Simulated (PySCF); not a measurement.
Species: C₅H₁₀N (doublet state).
Z-matrix (Å and degrees, GFN2-xTB geometry), rows numbered from 1:
```
C 
C   1  1.4699
C   2  1.5326  1  113.05
C   3  1.5300  2  111.33  1   175.70
C   4  1.4918  3  111.49  2   -64.80
N   5  1.2539  4  120.69  3   126.28
H   1  1.0717  2  120.84  3   152.09
H   1  1.0725  2  120.39  3   -34.03
H   2  1.1044  1  110.31  3   120.22
H   2  1.0938  1  110.25  3  -123.37
H   3  1.0927  2  109.35  1    54.45
H   3  1.0916  2  109.31  1   -63.37
H   4  1.0937  3  109.09  2   175.96
H   4  1.0903  3  110.68  2    56.47
H   5  1.1015  4  114.51  3   -53.80
H   6  1.0177  5  115.89  4   179.57
```

The hyperfine couplings belong to this conformer and change with its torsions.

The species is `[H]/N=C/CCC[CH2]` [radical].

The calculation used PySCF 2.14.0, UKS B3LYP, pcH-1 on C H N, non-relativistic, mean-field spin-orbit, GIAO. Geometry: GFN2-xTB, one conformer, isolated molecule. A GFN2-xTB geometry isn't a minimum of the functional, and hyperfine couplings can be far from their values at a DFT geometry. The SCF solution wasn't tested for stability.

(1) Break the g tensor into its mass correction, gauge correction and orbital-Zeeman/spin–orbit terms.

(2) What are the electron Larmor frequencies g μB B/h along the three axes at 350 mT?

(3) At 34.147 GHz, how far is the centre of the isotropic spectrum from where a free electron (g = 2.002319) resonates?

(4) In a frozen sample, at which fields do the three g values resonate at 9.5, 34, 94 and 263 GHz (hyperfine left aside), and which band first spreads them over more than twice a line width of 1.0 mT?

## Answers

(1) 
```csv
Δg (ppm),1,2,3
relativistic mass correction,-135,-135,-135
gauge correction,6,35,15
orbital Zeeman/spin–orbit,25,566,724
total,-104,466,604
```

So g = 2.00222, 2.00278, 2.00292 and g_iso = 2.00264; the tensor is rhombic: the two nearest values differ by 20 % of g3 − g1. Axes: g2 points within 8° of the C1–C2 bond.

(2) 9.8082, 9.8110, 9.8117 GHz for g1, g2 and g3, a range of 3.5 MHz.

(3) B = hν/(g μB) with μB/h = 13.99624 MHz/mT gives 1218.45 mT for the free electron and 1218.25 mT at g_iso, 0.20 mT lower.

(4) 
```csv
band,GHz,B(g3) mT,B(g2) mT,B(g1) mT,spread mT
X,9.5,338.88,338.90,339.00,0.12
Q,34.0,1212.84,1212.92,1213.27,0.43
W,94.0,3353.14,3353.37,3354.33,1.18
J,263.0,9381.66,9382.31,9384.98,3.32
```

The spread grows in proportion to the frequency. J band is the first where it exceeds 2.0 mT.

The largest Mulliken spin populations are on C1 (+1.08), C2 (-0.09) and H9 (+0.06). C1 is the only atom above +0.15. The positive populations add up to 1.19 and the negative ones to -0.19, together 2S = 1. The angles at C1 add up to 359.7°, so it is planar; its axial dipolar tensor and the negative couplings of its protons fit spin in a p orbital normal to that plane.

The HOMO–LUMO gaps are 5.42 eV among the α and 5.52 eV among the β orbitals.

Time: 42 s wall (grids of density and orbitals included); peak memory 0.90 GiB. Hardware: Arm Neoverse V1, one thread, shared host with 64 logical CPUs at a one-minute load of 20.
